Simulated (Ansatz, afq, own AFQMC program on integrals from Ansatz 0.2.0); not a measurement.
AFQMC on a folder of integrals that Ansatz 0.2.0 wrote.

```yaml
crystal:
  periodic: [false, false, false]
  atoms:
    - {symbol: Al, position_ang: [0.000000, 0.000000, 0.259056]}
    - {symbol: Al, position_ang: [0.000000, 0.000000, -2.101360]}
    - {symbol: H, position_ang: [0.000000, 0.000000, 1.842303]}
basis:
  gaussian: {orbitals: 6-31G}
magnetization: {spin_polarized: true, initial_magnetization: 3}
correlation: {method: ccsd_t, electrons: outside_noble_gas, hamiltonian_folder: ham}
```

```sh
$ ansatz run in.yaml --threads 1 --pin off --events-out ev --progress --plain --max-ram 16896MiB --backend cuda --devices 0, --max-vram 18GiB
```

afq runs on the folder ham with

```
--method phaseless --trial hf --walkers 4000 --populations 20 --least-time 40 --time-step 0.005 --steps-per-block 20 --equilibration-blocks 112 --max-blocks 4000 --target-error 0.0008 --factor-cut 1e-05 --start spin_pure --seed 4077 --taylor-order 6
```

Times are imaginary, in 1/Eh. The walk had a cap of 49 s. With eight or more populations the least sampling time is a fifth of least-time, and the error comes from their spread.

afq prints:

```
orbitals 18  electrons 5 2  factors 102 of 308
reference energy -484.28805909 Eh
CCSD correlation -0.06789992 Eh in 12 cycles, weight of the determinant in the CISD state 0.9026
energy of the start -484.288193 Eh
 block  time / (1/Eh)  mean weight  energy / Eh
     1     0.100  1.0002  -484.294305
     2     0.200  1.0003  -484.300043
     3     0.300  1.0002  -484.304750
     4     0.400  1.0002  -484.308876
     5     0.500  1.0002  -484.312663
    10     1.000  1.0003  -484.326893
    25     2.500  0.9999  -484.345536
    29     2.900  0.9999  -484.349659
    49     4.900  1.0000  -484.354816
    69     6.900  1.0000  -484.356172
    77     7.700  0.9999  -484.357459
    89     8.900  1.0000  -484.355716
   109    10.900  1.0000  -484.355934
   129    12.900  0.9999  -484.354304
   149    14.900  1.0000  -484.355922
   169    16.900  1.0002  -484.355792
   189    18.900  1.0001  -484.355468
error from the spread of 20 populations
energy -484.354849 +/- 0.000539 Eh
(rows thinned)
```

The run passed its tests (sampling time, drift between the halves within three errors, error under three times the target), which doesn't prove that it has relaxed.

Against this walk (error 14.7 meV) on the same determinant: CCSD(T) 78.9 meV lower, CCSDT(Q) 105.7 meV lower, CCSDTQ 108.1 meV lower, full CI 108.6 meV lower, a separate phaseless walk with a CISD trial and standard settings 97.8 ± 14.8 meV lower. The error is statistical and leaves out the bias of the constraint. Full CI is exact here, so the walk's 109 meV above it is the walk's own error: the bias of the constraint with this trial. It lies above even CCSD, by 30 meV.

Cautions: constraint bias not in the error; lower spins were not checked.

The walk took 10 s on 1 × NVIDIA H100 80GB HBM3 with 2 threads of AMD EPYC 7R13 Processor (Zen 3), with other jobs on the host (the card was shared). The log's last line is the phaseless energy.

CCSDT and higher add their correlation energy to the determinant of the CCSD(T) run, since their own runs factorise the integrals more tightly (a shift of under 2 meV). A walk keeps the symmetry of its determinant, which the program's search chose and which needn't be the lowest solution, so a lower state of the same spin and another symmetry isn't excluded.
